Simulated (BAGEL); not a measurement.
# UHF/6-31G(d) (density fitting with qzvpp-jkfit, spherical functions) run of CCl2F (SMILES F[C](Cl)Cl)

Aim: the vertical ionisation energy of CCl2F at UHF/6-31G* (density fitting with qzvpp-jkfit, spherical functions), from 2 runs. 

The calculation is run with BAGEL 1.2.2.

1 further run of the same task is left out (set aside as unsound or not needed).

## (1) Starting point

CCl2F has 4 atoms, charge 0, and is taken as a doublet. SMILES: `F[C](Cl)Cl`. The coordinates come from a PBE0-D4/def2-TZVP relaxation.

Bond lengths: F1–C2 1.320 Å, C2–Cl3 1.708 Å, C2–Cl4 1.708 Å. Angles: F1–C2–Cl3 113.5°, F1–C2–Cl4 113.5°, Cl3–C2–Cl4 117.7°.

## (2) The energy at UHF/6-31G(d) (density fitting with qzvpp-jkfit, spherical functions)

The input, job.json:

```json
{ "bagel": [

{
  "title": "molecule",
  "basis": "6-31gs.json",
  "df_basis": "qzvpp-jkfit",
  "angstrom": true,
  "geometry": [
    { "atom": "F", "xyz": [    1.205900,   -0.078500,    0.647400 ] },
    { "atom": "C", "xyz": [   -0.037200,    0.107600,    0.242900 ] },
    { "atom": "Cl", "xyz": [   -0.933800,   -1.339900,    0.108000 ] },
    { "atom": "Cl", "xyz": [   -0.179400,    1.250500,   -1.018500 ] }
  ]
},
{
  "title": "uhf",
  "nopen": 1
},
{
  "title": "print",
  "file": "orbitals.molden",
  "orbitals": true
}

]}
```

The basis set 6-31G* is read from a file made from the Basis Set Exchange's data (not shown).

Command:

```console
BAGEL_NUM_THREADS=1 BAGEL job.json > job.out
```

The log of the run:

```text
* using 1 threads per process

  ===============================================================
  ===============================================================

  *** Geometry ***

  { "atom" : "F", "xyz" : [      2.278821,     -0.148344,      1.223409 ] },
  { "atom" : "C", "xyz" : [     -0.070298,      0.203335,      0.459014 ] },
  { "atom" : "Cl", "xyz" : [     -1.764626,     -2.532044,      0.204090 ] },
  { "atom" : "Cl", "xyz" : [     -0.339017,      2.363103,     -1.924686 ] },

  Number of auxiliary basis functions:      408

  Since a DF basis is specified, we compute 2- and 3-index integrals:
    o Being stored without compression. Storage requirement is 0.013 GB

  Number of basis functions:       64
  Number of electrons      :       49

    * METHOD: MOLECULE                             0.11

  *** Open-shell HF ***

  === Nuclear Repulsion ===
   200.8572175842

      * DIIS with orbital gradients will be used.

  === UHF iteration (6-31gs.json) ===
      0      -1056.04627544          0.03863372           0.06
      1      -1056.13449811          0.02753123           0.06
      2      -1056.17032693          0.01794484           0.07
      3      -1056.19358386          0.00158715           0.06
      4      -1056.19569433          0.00052963           0.07
      5      -1056.19607928          0.00023934           0.07
      6      -1056.19623371          0.00010966           0.06
      7      -1056.19628450          0.00003990           0.07
      8      -1056.19629815          0.00001585           0.06
      9      -1056.19630149          0.00000696           0.06
     10      -1056.19630194          0.00000318           0.07
     11      -1056.19630202          0.00000181           0.08
     12      -1056.19630204          0.00000059           0.07
     13      -1056.19630204          0.00000031           0.07
     14      -1056.19630204          0.00000015           0.09
     15      -1056.19630204          0.00000008           0.07
     16      -1056.19630204          0.00000005           0.07
     17      -1056.19630204          0.00000002           0.07
     18      -1056.19630204          0.00000001           0.07
    * SCF iteration converged.

    * S^2 (UHF) is 0.7601

    * Permanent dipole moment:
           (    0.172518,    -0.036585,     0.031106) a.u.

    * METHOD: UHF                                  1.42

    * METHOD: PRINT                                0.01

  ===============================================================
```

Run time: 2.4 s. Hardware: 1 thread of Intel Xeon 6975P-C (Granite Rapids), shared host; peak memory 0.082 GiB.

## (3) The singlet cation

The input, hf.json:

```json
{ "bagel" : [

{
  "title" : "molecule",
  "basis" : "6-31gs.json",
  "df_basis" : "qzvpp-jkfit",
  "angstrom" : true,
  "geometry" : [
    { "atom" : "F", "xyz" : [    1.205900,   -0.078500,    0.647400 ] },
    { "atom" : "C", "xyz" : [   -0.037200,    0.107600,    0.242900 ] },
    { "atom" : "Cl", "xyz" : [   -0.933800,   -1.339900,    0.108000 ] },
    { "atom" : "Cl", "xyz" : [   -0.179400,    1.250500,   -1.018500 ] }
  ]
},
{ "title" : "hf", "charge" : 1 },
{ "title" : "print", "file" : "orbitals.molden", "orbitals" : true }

]}
```

The basis set 6-31G* is read from a file made from the Basis Set Exchange's data (not shown).

Command:

```console
BAGEL_NUM_THREADS=1 BAGEL hf.json > hf.out
```

The log of the run:

```text
* using 1 threads per process

  ===============================================================
  ===============================================================

  *** Geometry ***

  { "atom" : "F", "xyz" : [      2.278821,     -0.148344,      1.223409 ] },
  { "atom" : "C", "xyz" : [     -0.070298,      0.203335,      0.459014 ] },
  { "atom" : "Cl", "xyz" : [     -1.764626,     -2.532044,      0.204090 ] },
  { "atom" : "Cl", "xyz" : [     -0.339017,      2.363103,     -1.924686 ] },

  Number of auxiliary basis functions:      408

  Since a DF basis is specified, we compute 2- and 3-index integrals:
    o Being stored without compression. Storage requirement is 0.013 GB

  Number of basis functions:       64
  Number of electrons      :       49

    * METHOD: MOLECULE                             0.17

  *** RHF ***

  === Nuclear Repulsion ===
   200.8572175842

      * DIIS with orbital gradients will be used.

  === RHF iteration (6-31gs.json) ===
      0      -1055.61591596          0.02779747           0.06
      1      -1055.70198836          0.02382326           0.06
      2      -1055.84567092          0.00163328           0.06
      3      -1055.84769311          0.00042238           0.05
      4      -1055.84785211          0.00014588           0.06
      5      -1055.84787750          0.00005928           0.06
      6      -1055.84788179          0.00002812           0.08
      7      -1055.84788242          0.00000755           0.06
      8      -1055.84788249          0.00000372           0.06
      9      -1055.84788251          0.00000158           0.05
     10      -1055.84788251          0.00000056           0.03
     11      -1055.84788251          0.00000020           0.03
     12      -1055.84788251          0.00000007           0.03
     13      -1055.84788251          0.00000003           0.03
     14      -1055.84788251          0.00000001           0.03
     15      -1055.84788251          0.00000001           0.03
    * SCF iteration converged.

    * Permanent dipole moment:
           (    0.346155,    -0.132840,    -0.073997) a.u.

    * METHOD: HF                                   0.92

    * METHOD: PRINT                                0.01

  ===============================================================
```

It took 2.4 s on 1 thread of Intel Xeon 6975P-C (Granite Rapids), shared host; peak memory 0.083 GiB.

## (4) Results

At UHF/6-31G* (density fitting with qzvpp-jkfit, spherical functions):

| quantity | value |
| --- | --- |
| doublet CCl2F: total energy | -1056.19630 Eh |
| doublet CCl2F: dipole moment | 0.46 D |
| doublet CCl2F: ⟨S²⟩ | 0.760 |
| singlet cation: total energy | -1055.84788 Eh |
| singlet cation: HOMO energy | -19.90 eV |
| singlet cation: LUMO energy | -7.74 eV |
| singlet cation: HOMO–LUMO gap | 12.16 eV |
| vertical ionisation energy (to the singlet cation) | 9.481 eV |

**Reading.** The vertical ionisation energy comes to 9.48 eV (915 kJ/mol). Only the singlet of the ionised species was computed; a triplet could lie lower.
